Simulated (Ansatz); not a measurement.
# BNH2 (SMILES B=N): a relaxed scan of the bond length B1–H3

An exercise on one series of results from a longer session: the logs are not shown, and one member is left open.

Program: Ansatz 0.2.0, Gaussian basis. Level of theory: single points in def2-TZVPP. These are calculated values, not measurements.

Levels: PBE-D4, r2SCAN-D4, PBE0-D4, B3LYP-D4, wB97M-V, Hartree-Fock, MP2, CCSD, CCSD(T). The scan takes 0.961, 1.010, 1.082, 1.167, 1.261, 1.361, 1.469, 1.581, 1.699 Å.

Cores are frozen in the correlated methods. B3LYP uses VWN-RPA correlation.

18 further runs of the same task are left out: 18 set aside as unsound or not needed.

### The starting structure

4 atoms, charge 0, spin multiplicity 1.

Atoms are counted from 1 here; the program's logs count them from 0.

Bond lengths: B1–N2 1.240 Å, B1–H3 1.140 Å, N2–H4 0.990 Å. Angles: N2–B1–H3 179.6°, B1–N2–H4 178.8°.

Geometry (Å):

```mol
BH2N
  3D, bonds by distance, orders not assigned

  4  3  0  0  0  0  0  0  0  0999 V2000
   -0.4044   -0.4189    0.0110 B   0  0
    0.4525    0.4771   -0.0076 N   0  0
   -1.1955   -1.2394    0.0334 H   0  0
    1.1474    1.1812   -0.0368 H   0  0
  1  2  8  0
  1  3  8  0
  2  4  8  0
M  END
```

The first run:

relax/in.yaml reads:

```yaml
crystal:
  periodic: [false, false, false]
  atoms:
    - {symbol: B, position_ang: [-0.404390, -0.418850, 0.010980]}
    - {symbol: N, position_ang: [0.452450, 0.477120, -0.007600]}
    - {symbol: H, position_ang: [-1.195460, -1.239440, 0.033440]}
    - {symbol: H, position_ang: [1.147400, 1.181180, -0.036820]}
basis:
  gaussian: {orbitals: def2-TZVP}
hamiltonian: {xc: pbe0, dispersion: d4}
relax: {f_tol: 0.005, max_steps: 200}
```

The command line of these runs was not kept.

Among the steps run: Finding the minimum; The minimum at every level; B1–H3 = 0.961 Å; B1–H3 = 1.010 Å; B1–H3 = 1.082 Å; B1–H3 = 1.167 Å; B1–H3 = 1.261 Å; B1–H3 = 1.361 Å; B1–H3 = 1.469 Å; B1–H3 = 1.581 Å; B1–H3 = 1.699 Å.

One table of the session follows, with a row left open; its other results are not shown here.

It belongs to the step «The curves». Energies less that of the minimum at the same level (kcal/mol):

```
bond length (Å)  PBE-D4  PBE0-D4  B3LYP-D4  wB97M-V  Hartree-Fock
          0.961    20.3     19.9      18.9     18.9          19.5
          1.010    11.1     10.7      10.0     10.0          10.3
          1.082     3.1      2.9       2.5      2.5           2.6
          1.167     0.0      0.0       0.0      0.0           0.0
1.172 (minimum)     0.0      0.0       0.0      0.0           0.0
          1.261       ?        ?         ?        ?             ?
          1.361     7.7      8.4       8.8      9.0           9.5
          1.469    16.4     17.7      18.1     18.5          19.7
          1.581    27.0     28.8      29.1     29.9          32.0
          1.699    38.7     41.2      41.5     42.4          45.6
```

**Question.** Estimate the row for bond length (Å) = 1.261.

As computed: PBE-D4: 1.9; PBE0-D4: 2.2; B3LYP-D4: 2.4; wB97M-V: 2.5; Hartree-Fock: 2.6.

Limits of these values: A polynomial through the near points puts the CCSD(T) minimum 0.003 Å below the PBE0-D4 value.
